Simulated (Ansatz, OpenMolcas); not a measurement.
How methods differ on SiH4O2 (SMILES O[SiH2]O)

SiH4O2: 7 atoms, total charge 0, spin state singlet. As SMILES, `O[SiH2]O`. The coordinates come from a PBE0-D4/def2-TZVP relaxation. This is one conformer, not always the lowest.

Quantity: the electronic atomisation energy, in eV. The values are calculated. Electronic energies at fixed atoms, without zero-point motion or spin-orbit coupling.

| level | kind | program | value (eV) | CPU time (all runs) |
| --- | --- | --- | --- | --- |
| HF/def2-SVPD | Hartree–Fock | Ansatz | 18.54 | 2 s |
| PBE/def2-SVPD | GGA | Ansatz | 25.89 | 4.3 s |
| revPBE/def2-SVPD | GGA | OpenMolcas | 25.00 | 59 s |
| TPSS/def2-SVPD | meta-GGA | OpenMolcas | 25.76 | 67 s |
| BHLYP/def2-SVPD | global hybrid | OpenMolcas | 24.85 | 55 s |
| wB97M-V/def2-SVPD | range-separated hybrid | Ansatz | 26.24 | 27 s |
| B2PLYP/def2-SVPD | double hybrid | Ansatz | 25.42 | 8.3 s |
| BCCD(T)/def2-SVPD | coupled cluster or CI | Ansatz | 24.57 | 20 s |

Correlated wave functions underbind in double-zeta sets. The values span 18.54 to 26.24 eV. CPU times are rough (shared hosts, several kinds of processor and program).
